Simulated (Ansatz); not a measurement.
## LiRu2: from a trial structure to a relaxed crystal

Method: Ansatz 0.2.0, DFT PBE, scalar-relativistic, plane waves, PAW. Cutoff 420 eV, Γ-centred k mesh, Gaussian smearing, no spin polarisation in the final step.

LiRu2 was placed on the AlB2 structure type (P6/mmm, No. 191), with Li in place of Al, Ru in place of B, at a guessed volume.

```yaml
crystal:
  lattice:
    - [3.36664, 0.00000, 0.00000]
    - [-1.68332, 2.91559, 0.00000]
    - [0.00000, 0.00000, 3.63507]
  atoms:
    - { symbol: Li, position: [0.00000, 0.00000, 0.00000] }
    - { symbol: Ru, position: [0.33333, 0.66667, 0.50000] }
    - { symbol: Ru, position: [0.66667, 0.33333, 0.50000] }
```

Cell and atoms relax at zero pressure; the relaxation can't lower the symmetry of the start. After a coarse first stage the cell is made exact in the group found at 0.06 Å.

The zero of energy is the elements' standard structures at the same level; no fitted shifts are applied.

(1) What does it relax into?

(2) What are its volume, energy, density and gap?

## Answers

(1) It keeps P6/mmm (No. 191), but not the shape of the type it started on. Conventional cell: a = 4.387 Å, c = 2.495 Å. Li is coordinated by 2 Li at 2.50 Å and 12 Ru at 2.82 Å; Ru is coordinated by 5 Ru at 2.50–2.53 Å and 6 Li at 2.82 Å.

```xyz
3
Lattice="4.3874 0.0000 0.0000 -2.1937 3.7996 0.0000 0.0000 0.0000 2.4951" Properties=species:S:1:pos:R:3 pbc="T T T"
Li    0.0000    0.0000    0.0000
Ru    0.0000    2.5331    1.2475
Ru    2.1937    1.2665    1.2475
```

(2) The volume per atom is 13.86 Å³, the density is 8.35 g/cm³ and the energy over the elements is 0.34 eV/atom. The gap on the 12×12×18 mesh is 0 eV (a metal).

The final run used a 12×12×18 mesh on its 3-atom cell and 0.10 eV smearing. The k mesh leaves about 4 meV/atom of noise in metals. Symmetry constrained the relaxation, so the result can be a saddle point.

Cost: 3 runs of about 0.86 core-minutes in all, on Intel Xeon 6975P-C (Granite Rapids) (shared hosts).